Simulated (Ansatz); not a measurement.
**AlSiCl+ (doublet): the correlation ladder, def2-TZVPP**

The task here is to estimate one member of a computed series from the others.

The runs use Ansatz 0.2.0, Gaussian basis; def2-TZVPP, core rule «outside noble gas», up to 15 orbitals frozen.

Plan: UHF; ROHF; CCSD(T) on UHF.

2 further runs of the same task are left out: 2 set aside as unsound or not needed.

**The geometry**

The geometry is a PBE0/def2-TZVP stationary point (not a proven minimum) of the parent state, kept for this charge and spin.

3 atoms, charge 1, spin multiplicity 2.

Atoms are counted from 1 here; the program's logs count them from 0.

Bond lengths: Cl1–Al2 2.097 Å, Al2–Si3 2.363 Å. Angles: Cl1–Al2–Si3 180.0°.

The first run:

Contents of in.yaml:

```yaml
crystal:
  periodic: [false, false, false]
  atoms:
    - {symbol: Cl, position_ang: [0.000000, 0.000000, -2.185400]}
    - {symbol: Al, position_ang: [0.000000, 0.000000, -0.088700]}
    - {symbol: Si, position_ang: [0.000000, 0.000000, 2.274100]}
basis:
  gaussian: {orbitals: def2-TZVPP}
total_charge: 1
magnetization: {spin_polarized: true, initial_magnetization: 1}
hamiltonian: {xc: hf}
output: {orbitals: {seedname: orbitals}}
```

On the command line:

```console
$ ansatz run in.yaml --threads 1 --pin off --events-out ev --progress --plain --max-ram 4096MiB --backend cpu
```

Among the steps run: UHF; ROHF; CCSD(T) on UHF.

One table of the session follows, with a row left open; its other results are not shown here.

It belongs to the step «Misses and costs». 

```
  method  from UCCSD(T) (kJ/mol)
    ROHF                  +942.9
     UHF                  +927.9
    UMP2                  +161.8
   UCCSD                       ?
UCCSD(T)                       0
```

Estimate the missing values for UCCSD.

As computed: from UCCSD(T) (kJ/mol): +42.0. In the column «from UCCSD(T) (kJ/mol)» it lies between UCCSD(T) (0) and UMP2 (+161.8).
